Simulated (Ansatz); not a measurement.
Input file:

```yaml
crystal:
  periodic: [false, false, false]
  atoms:
    - {symbol: S, position_ang: [0.000000, 0.000000, 0.000000]}
    - {symbol: H, position_ang: [0.000000, 0.000000, 1.341194]}
    - {symbol: H, position_ang: [0.000000, 0.000000, -1.341194]}
basis:
  gaussian: {orbitals: cc-pVDZ}
correlation: {method: fic_mrcisd_q, electrons: outside_noble_gas, active_space: {window: {electrons: 2, orbitals: 2}}}
```

```sh
$ ansatz run in.yaml --threads 1 --pin off --events-out ev --progress --plain --max-ram 2393MiB
```

Log:

```
284 factors; integrals over basis functions are off by at most 4.1e-4 eV
mean field evaluation 1: about -10845.1280 eV, gradient 1.2e1 eV
mean field evaluation 2: about -10845.1284 eV, gradient 1.2e1 eV
mean field evaluation 4: about -10845.5410 eV, gradient 5.4e-1 eV
mean field evaluation 8: about -10845.5423 eV, gradient 3.0e-4 eV
mean field -10845.54226103 eV, -398.5663267203 hartree, gradient 3.3e-6 eV, S^2 0.000000; 0 other end points of the search recorded, 0 dependent functions left out
reference -10845.54226103 eV, -398.5663267203 hartree; 9, 9 occupied and 19, 19 virtual orbitals, 284 factors
state -10845.98247257 eV, -398.5825041958 hartree
contracted CI cycle   1: correlation 0.00000000 eV, 0.0000000000 hartree, residual 1.64e1 eV
contracted CI cycle   2: correlation -4.08022872 eV, -0.1499456400 hartree, residual 2.75e0 eV
contracted CI cycle   3: correlation -4.22068482 eV, -0.1551073062 hartree, residual 9.93e-1 eV
contracted CI cycle   4: correlation -4.24377248 eV, -0.1559557622 hartree, residual 4.62e-1 eV
contracted CI cycle   5: correlation -4.24893101 eV, -0.1561453345 hartree, residual 2.11e-1 eV
contracted CI cycle   6: correlation -4.24982852 eV, -0.1561783174 hartree, residual 8.12e-2 eV
contracted CI cycle   7: correlation -4.24995568 eV, -0.1561829905 hartree, residual 3.06e-2 eV
contracted CI cycle   8: correlation -4.24997058 eV, -0.1561835381 hartree, residual 7.36e-3 eV
contracted CI cycle   9: correlation -4.24997138 eV, -0.1561835674 hartree, residual 1.57e-3 eV
contracted CI cycle  10: correlation -4.24997141 eV, -0.1561835687 hartree, residual 3.51e-4 eV
state -10845.98247257 eV, -398.5825041958 hartree; corrected -10850.56922819 eV, -398.7510643559 hartree
state -10845.89572269 eV, -398.5793161966 hartree
contracted CI cycle   1: correlation 0.00000000 eV, 0.0000000000 hartree, residual 1.65e1 eV
contracted CI cycle   2: correlation -4.09989831 eV, -0.1506684839 hartree, residual 3.16e0 eV
contracted CI cycle   3: correlation -4.29770061 eV, -0.1579375843 hartree, residual 1.14e0 eV
contracted CI cycle   4: correlation -4.32816880 eV, -0.1590572698 hartree, residual 4.28e-1 eV
contracted CI cycle   5: correlation -4.33265234 eV, -0.1592220367 hartree, residual 1.77e-1 eV
contracted CI cycle   6: correlation -4.33343754 eV, -0.1592508923 hartree, residual 8.61e-2 eV
contracted CI cycle   7: correlation -4.33362743 eV, -0.1592578706 hartree, residual 3.55e-2 eV
contracted CI cycle   8: correlation -4.33365505 eV, -0.1592588855 hartree, residual 1.39e-2 eV
contracted CI cycle   9: correlation -4.33365963 eV, -0.1592590541 hartree, residual 5.39e-3 eV
contracted CI cycle  10: correlation -4.33366025 eV, -0.1592590767 hartree, residual 1.71e-3 eV
contracted CI cycle  11: correlation -4.33366030 eV, -0.1592590787 hartree, residual 4.92e-4 eV
state -10845.89572269 eV, -398.5793161966 hartree; corrected -10850.57584069 eV, -398.7513073608 hartree
state -10845.89572269 eV, -398.5793161966 hartree; corrected -10850.57584069 eV, -398.7513073608 hartree
the orbitals are reached from a further start. From the first start the search ends at -10845.98247252 eV, -398.5825041941 hartree
WARN: the results are in doubt because another end's mean lies 0.087 eV lower, and its corrected mean 0.007 eV higher
Total energy: -10850.57584069 eV, -398.7513073608 hartree
In doubt: another end's mean lies 0.087 eV lower, and its corrected mean 0.007 eV higher
```

Ran on 1 thread of INTEL XEON PLATINUM 8581C, shared host: 0.51 s wall, 0.2 GiB peak host memory.
